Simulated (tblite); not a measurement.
Compound: azetidine, C3H7N.
Bonds: C1–C2, C2–N3, N3–C4, C1–C4. Hydrogens: H5, H6 on C1; H7, H8 on C2; H9 on N3; H10, H11 on C4.

Computed with GFN2-xTB (tblite), gas phase: Langevin dynamics at 300 K from the optimised GFN2-xTB geometry, time step 0.5 fs, friction 0.01 fs⁻¹, 2000 steps. The instantaneous temperature is 2·E(kin)/(3Nk) with all 3N coordinates.

| t (fs) | T (K) | E(pot) above start (eV) | C1–C2 (Å) | C2–N3 (Å) | N3–C4 (Å) | C1–C4 (Å) | C1–H5 (Å) |
| --- | --- | --- | --- | --- | --- | --- | --- |
| 0 | 263 | 0.000 | 1.534 | 1.465 | 1.465 | 1.534 | 1.086 |
| 50 | 271 | 0.388 | 1.594 | 1.538 | 1.483 | 1.556 | 1.075 |
| 100 | 270 | 0.312 | 1.531 | 1.436 | 1.466 | 1.573 | 1.087 |
| 150 | 256 | 0.387 | 1.596 | 1.458 | 1.462 | 1.517 | 1.089 |
| 200 | 299 | 0.316 | 1.540 | 1.451 | 1.445 | 1.594 | 1.089 |
| 250 | 217 | 0.270 | 1.555 | 1.461 | 1.438 | 1.489 | 1.071 |
| 300 | 290 | 0.227 | 1.561 | 1.484 | 1.481 | 1.541 | 1.108 |
| 350 | 307 | 0.290 | 1.481 | 1.476 | 1.427 | 1.534 | 1.091 |
| 400 | 236 | 0.391 | 1.568 | 1.557 | 1.489 | 1.551 | 1.067 |
| 450 | 327 | 0.428 | 1.572 | 1.406 | 1.491 | 1.550 | 1.089 |
| 500 | 261 | 0.492 | 1.510 | 1.524 | 1.438 | 1.531 | 1.089 |
| 550 | 309 | 0.445 | 1.637 | 1.462 | 1.507 | 1.543 | 1.059 |
| 600 | 371 | 0.370 | 1.510 | 1.430 | 1.490 | 1.514 | 1.108 |
| 650 | 428 | 0.310 | 1.505 | 1.436 | 1.488 | 1.532 | 1.080 |
| 700 | 423 | 0.230 | 1.566 | 1.466 | 1.510 | 1.579 | 1.077 |
| 750 | 355 | 0.299 | 1.509 | 1.486 | 1.442 | 1.529 | 1.086 |
| 800 | 239 | 0.384 | 1.544 | 1.473 | 1.459 | 1.543 | 1.059 |
| 850 | 253 | 0.413 | 1.547 | 1.465 | 1.470 | 1.543 | 1.069 |
| 900 | 281 | 0.351 | 1.505 | 1.475 | 1.456 | 1.483 | 1.121 |
| 950 | 252 | 0.502 | 1.587 | 1.497 | 1.500 | 1.610 | 1.060 |
| 1000 | 532 | 0.364 | 1.507 | 1.512 | 1.457 | 1.526 | 1.114 |

**Question.** From 500 fs on, how do temperature and potential energy compare with equipartition?

**Answer.** The mean temperature of these 11 frames is 337 K against the target 300 K, and the mean potential energy 0.38 eV against 27 × kT/2 = 0.35 eV for 27 classical harmonic modes. For 11 atoms in a canonical ensemble the temperature itself scatters by T·√(2/(3N)) = 74 K; here its standard deviation is 90 K. The whole run lasts only 10 friction times of 100 fs, so these averages carry a wide statistical error.

**Question.** What are the kinetic and total energies of the listed frame with the highest potential energy?

**Answer.** The one at 950 fs, 0.502 eV above the start. Its kinetic energy is 3NkT/2 = 0.358 eV at 252 K, so the sum is 0.86 eV; over the listed frames the sum runs from 0.37 to 1.12 eV, since the thermostat adds and removes energy.

**Question.** How much do the listed bonds fluctuate from 500 fs on?

**Answer.** 
```json
{"bond": "C1–C2", "at the start (Å)": "1.534", "mean (Å)": "1.539", "standard deviation (Å)": "0.041"}
{"bond": "C2–N3", "at the start (Å)": "1.465", "mean (Å)": "1.475", "standard deviation (Å)": "0.027"}
{"bond": "N3–C4", "at the start (Å)": "1.465", "mean (Å)": "1.474", "standard deviation (Å)": "0.025"}
{"bond": "C1–C4", "at the start (Å)": "1.534", "mean (Å)": "1.539", "standard deviation (Å)": "0.032"}
{"bond": "C1–H5", "at the start (Å)": "1.086", "mean (Å)": "1.084", "standard deviation (Å)": "0.021"}
```

The motion is classical and holds no zero-point motion.

The cost below is that of the whole dynamics run. On Arm Neoverse V1, one thread, on a shared host, this took 5.1 s of wall time and 0.18 GiB of memory at its peak.
